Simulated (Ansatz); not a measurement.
**NH4 (doublet): from Hartree-Fock to the top rungs at distance N1–H4 along a hydrogen transfer = 1.278 Å, 6-31G**

Aim: climb from Hartree-Fock through coupled cluster and multireference methods for NH4 (doublet) at one geometry and basis, and see what each rung misses.

Computed with Ansatz 0.2.0, Gaussian basis. Level: 6-31G, core rule «outside noble gas», up to 1 orbitals frozen.

To be run: UHF; CCSD(T) on ROHF; CCSD(T) on UHF; BCCD(T) on ROHF; CISD; CCSDT(Q) on ROHF; CCSDT(Q) on UHF; CISDTQ; CCSDTQ on ROHF; CCSDTQ on UHF; CASSCF and MRCISD+Q, 3 electrons in 3 orbitals; CASSCF and NEVPT2, 3 electrons in 3 orbitals; CASSCF and MRCISD+Q, 9 electrons in 8 orbitals; CASSCF and MRCISD+Q(relaxed), 9 electrons in 8 orbitals; CASSCF and NEVPT2, 9 electrons in 8 orbitals; Full CI.

6 further runs of the same task are left out: 1 for a mislabelled method, 5 that didn't finish.

## (1) The system

The geometry derives from fragments relaxed apart (PBE0/def2-TZVP) and kept rigid, so it is no stationary point. A hydrogen atom is moved between rigid fragments.

5 atoms, charge 0, spin multiplicity 2.

Atoms are counted from 1 here; the program's logs count them from 0.

Bond lengths: N1–H2 1.012 Å, N1–H3 1.012 Å, N1–H4 1.278 Å, H4–H5 0.745 Å. Angles: H2–N1–H3 107.1°, H2–N1–H4 107.1°, H3–N1–H4 107.1°, N1–H4–H5 180.0°.

Geometry (Å):

```
N    -0.1512   -0.0316   -0.0492
H    -0.4485    0.9362   -0.0492
H    -0.4485   -0.4339    0.8311
H     1.1268   -0.0316   -0.0492
H     1.8718   -0.0316   -0.0492
```

## (2) UHF

The input, in.yaml:

```yaml
crystal:
  periodic: [false, false, false]
  atoms:
    - {symbol: N, position_ang: [-0.151229, -0.031601, -0.049186]}
    - {symbol: H, position_ang: [-0.448508, 0.936233, -0.049186]}
    - {symbol: H, position_ang: [-0.448508, -0.433900, 0.831073]}
    - {symbol: H, position_ang: [1.126771, -0.031600, -0.049187]}
    - {symbol: H, position_ang: [1.871771, -0.031600, -0.049187]}
basis:
  gaussian: {orbitals: 6-31G}
magnetization: {spin_polarized: true, initial_magnetization: 1}
hamiltonian: {xc: hf}
output: {orbitals: {seedname: orbitals}}
```

Started as:

```
> ansatz run in.yaml --threads 1 --pin off --events-out ev --progress --plain --max-ram 2393MiB
```

Further steps of the session: CCSD(T) on ROHF; CCSD(T) on UHF; BCCD(T) on ROHF; CISD; CCSDT(Q) on ROHF; CCSDT(Q) on UHF; CISDTQ; CCSDTQ on ROHF; CCSDTQ on UHF; CASSCF and MRCISD+Q, 3 electrons in 3 orbitals; CASSCF and NEVPT2, 3 electrons in 3 orbitals; CASSCF and MRCISD+Q, 9 electrons in 8 orbitals; CASSCF and MRCISD+Q(relaxed), 9 electrons in 8 orbitals; CASSCF and NEVPT2, 9 electrons in 8 orbitals; Full CI.

Before running them: what should the planned runs give, taken together? Wanted: FCI below the RHF energy; RMP2 from FCI; UMP2 from FCI; RCCSD from FCI; RCCSD(T) from FCI; UCCSD(T) from FCI; RCCSDT(Q) from FCI; UCCSDT(Q) from FCI; NEVPT2 pair from FCI.

As calculated:

| quantity | value |
| --- | --- |
| FCI below the RHF energy | -3.8812 eV |
| RMP2 from FCI | +14.43 kcal/mol |
| UMP2 from FCI | +13.91 kcal/mol |
| RCCSD from FCI | +1.45 kcal/mol |
| RCCSD(T) from FCI | +0.33 kcal/mol |
| UCCSD(T) from FCI | +0.33 kcal/mol |
| RCCSDT(Q) from FCI | +0.01 kcal/mol |
| UCCSDT(Q) from FCI | 0.00 kcal/mol |
| NEVPT2 pair from FCI | +12.45 kcal/mol |
| MRCISD+Q pair from FCI | +0.47 kcal/mol |
| NEVPT2 valence from FCI | +7.82 kcal/mol |
| levels within 1 kcal/mol (43 meV) | RCCSD(T), UCCSD(T), BCCD(T), RCCSDT, UCCSDT, CISDTQ, RCCSDT(Q), UCCSDT(Q), RCCSDTQ, UCCSDTQ, MRCISD+Q pair, MRCISD+Q valence, MRCISD+Q(relaxed) valence |
| T1 diagnostic | 0.033 |
| effectively unpaired electrons | 1.02 |

**Reading.** RCCSD(T) misses by +0.33 kcal/mol, 0.4 % of the correlation energy. MRCISD+Q(relaxed) valence falls below full CI: the +Q correction isn't variational, and the cores differ from full CI's. One determinant dominates. Of the multireference levels listed MRCISD+Q(relaxed) valence comes nearest in total energy (-0.11 kcal/mol), which doesn't show that its space is the better one. These misses are within one basis, not against nature; the frozen cores of restricted and unrestricted runs differ, which can shift their rows.
